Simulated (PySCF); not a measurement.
Compound: methylenesilane, CH4Si.
Numbering: `[CH2:1]=[SiH2:2]` (hydrogens: H3, H4 on C1; H5, H6 on Si2)

The same species was optimised twice, with GFN2-xTB and with PBE0-D3(BJ)/def2-SVP (PySCF), and the same property calculations (PySCF, gas phase) were run on both structures.

| coordinate | GFN2-xTB | PBE0-D3(BJ)/def2-SVP | change |
| --- | --- | --- | --- |
| C1=Si2 (Å) | 1.747 | 1.707 | -0.040 |
| Si2–H5 (Å) | 1.458 | 1.485 | +0.027 |
| Si2–H6 (Å) | 1.458 | 1.485 | +0.027 |
| C1–H4 (Å) | 1.077 | 1.094 | +0.017 |
| C1–H3 (Å) | 1.077 | 1.094 | +0.017 |
| H5–Si2–H6 (°) | 110.7 | 114.5 | +3.8 |
| C1–Si2–H5 (°) | 124.6 | 122.7 | -1.9 |
| C1–Si2–H6 (°) | 124.7 | 122.8 | -1.9 |
| H3–C1–H4 (°) | 114.9 | 115.9 | +1.0 |
| Si2–C1–H3 (°) | 122.6 | 122.1 | -0.5 |
| Si2–C1–H4 (°) | 122.5 | 122.0 | -0.5 |

Rotational constants: A = 110802, B = 14092, C = 12502 MHz (GFN2-xTB) against A = 103602, B = 14735, C = 12900 MHz (PBE0-D3(BJ)/def2-SVP). Point groups within 0.08 Å: C2v and C2v. Atoms that the bonding makes alike are paired by their places after alignment.

On the GFN2-xTB structure: HOMO (eV) -6.54 [PBE0/pcSseg-1]; LUMO (eV) -1.27 [PBE0/pcSseg-1]; dipole (D) 0.69 [PBE0/pcSseg-1]; GIAO shielding of C1 (ppm) 58.9 [PBE0/pcSseg-1]; GIAO shielding of Si2 (ppm) 267.8 [PBE0/pcSseg-1].

Task: What do these properties become on the PBE0-D3(BJ)/def2-SVP structure?

Result: 
```
                                    property          level  on GFN2-xTB  on PBE0-D3(BJ)/def2-SVP  change
                                   HOMO (eV)  PBE0/pcSseg-1        -6.54                    -6.63   -0.09
                                   LUMO (eV)  PBE0/pcSseg-1        -1.27                    -1.17   +0.10
                                  dipole (D)  PBE0/pcSseg-1         0.69                     0.70   +0.01
energy, GFN2-xTB geometry as zero (kcal/mol)  PBE0/pcSseg-1          0.0                     -1.3    -1.3
                  GIAO shielding of C1 (ppm)  PBE0/pcSseg-1         58.9                     61.7    +2.8
                 GIAO shielding of Si2 (ppm)  PBE0/pcSseg-1        267.8                    273.5    +5.7
```

The heavy atoms differ by 0.020 Å rms after alignment. Among all bonds C1=Si2 changes most (-0.040 Å). Changes are differences of the printed values. Neither structure is proved a minimum here.
